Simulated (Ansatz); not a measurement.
A nudged elastic band was laid between two geometries of AlH3O2 + H2 (8 atoms, charge 0, multiplicity 1).

These are results of Ansatz, RKS PBE-D4/def2-SVP, not measurements.

```json
{
 "movable images": "5",
 "climbing image": "yes",
 "spring": "5.0 eV/Å²",
 "optimiser": "quadratic models (default)",
 "start path": "through a guess of the saddle point",
 "force threshold": "0.2 eV/Å",
 "iteration limit": "60",
 "end points": "relaxed"
}
```

Initial state:

```xyz
8
Properties=species:S:1:pos:R:3
Al 0.014 -0.247 0.179
O -0.008 -0.531 1.879
H -0.795 -0.658 2.429
H 1.421 -0.094 -0.519
O -1.367 -0.263 -0.843
H -2.283 -0.425 -0.577
H -0.021 2.300 0.573
H 0.035 1.919 1.244
```

Final state:

```xyz
8
Properties=species:S:1:pos:R:3
Al 0.114 0.526 -0.092
O -0.035 0.099 1.888
H -0.953 -0.233 1.618
H 1.248 -0.396 -0.747
O -1.544 -0.147 -0.053
H -1.844 -0.863 -0.635
H 0.190 2.128 -0.063
H -0.178 0.888 2.448
```

Task: What changes between the two ends?

Result: Bonds broken: H7–H8. Bonds formed: Al1–H7, O2–H8. AlH3O2 + H2 becomes AlH5O2.

Task: What energy profile does the band end with?

Result: It converged. The highest image is number 3 of 0 to 6, 0.70 eV above the first end and 0.58 eV above the last; the last end lies 0.12 eV above the first. The threshold of 0.2 eV/Å is loose, so the images may lie well off the minimum-energy path. Beside the main top the profile has a ripple of under 15 meV (maxima at images 1, 3), which may be a very shallow well or noise. The order of the stationary point at the top wasn't checked. The orbitals stay closed-shell, which can raise the energy where a bond breaks towards radicals; this wasn't checked here.

| image | path coordinate (Å) | energy (eV) | H7–H8 (Å) | Al1–H7 (Å) | O2–H8 (Å) |
| --- | --- | --- | --- | --- | --- |
| 0 | 0.00 | 0.00 | 0.77 | 2.58 | 2.53 |
| 1 | 0.79 | 0.07 | 0.77 | 2.39 | 2.55 |
| 2 | 1.57 | 0.06 | 0.79 | 2.30 | 2.06 |
| 3 | 2.35 | 0.70 | 1.09 | 1.79 | 1.25 |
| 4 | 2.98 | 0.34 | 1.81 | 1.64 | 0.99 |
| 5 | 3.62 | 0.19 | 2.40 | 1.62 | 0.98 |
| 6 | 4.25 | 0.12 | 2.82 | 1.60 | 0.98 |

Task: What is the geometry of the highest image?

Result: 
```xyz
8
Properties=species:S:1:pos:R:3
Al -0.041 0.146 0.088
O 0.045 0.059 1.978
H -0.791 -0.149 2.441
H 1.249 -0.277 -0.732
O -1.661 -0.276 -0.350
H -1.856 -0.570 -1.255
H 0.036 1.839 0.649
H 0.017 1.229 1.546
```

The band took 9 iterations and about 29 core-seconds.

Run time: 29 s on 1 thread of AMD EPYC 9R45 96-Core Processor (Zen 5) (shared host), peak memory 0.14 GiB.
